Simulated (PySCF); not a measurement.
Boron: a sound run and one with changed settings

Sound run: B [He] 2s2 2p1, B⁺ [He] 2s2. Computed with PySCF 2.14 in aug-cc-pVDZ, with the non-relativistic Hamiltonian (point nucleus). In the sound run the correlated levels freeze 1s2. The sound run starts from symmetry-adapted Hartree-Fock orbitals and uses a fine grid where one is needed.

Changed run: basis STO-3G. This setting is unsound on purpose.

```csv
species,method,sound run (hartree),changed run (hartree),converged
B,UHF,-24.53057,-24.14899,yes
B,MN15,-24.62435,-24.09863,yes
B,B3LYP,-24.66158,-24.28153,yes
B,MP2,-24.56764,-24.16765,yes
B,CCSD(T),-24.59110,-24.18899,yes
B⁺,UHF,-24.23501,-23.94847,yes
B⁺,MN15,-24.32221,-23.88889,yes
B⁺,B3LYP,-24.33951,-24.04926,yes
B⁺,MP2,-24.26767,-23.97788,yes
B⁺,CCSD(T),-24.29369,-24.00944,yes
```

Ionisation energy of B:

```
 method  sound run (eV)  changed run (eV)
    UHF           8.043             5.456
   MN15           8.222             5.707
  B3LYP           8.764             6.320
    MP2           8.163             5.164
SCS-MP2           8.127             5.105
   CCSD           8.068             4.886
CCSD(T)           8.093             4.886
```

A minimal basis cannot let orbitals breathe on ionisation and holds almost no correlation.

For comparison, NIST gives 8.298 eV between the lowest levels.
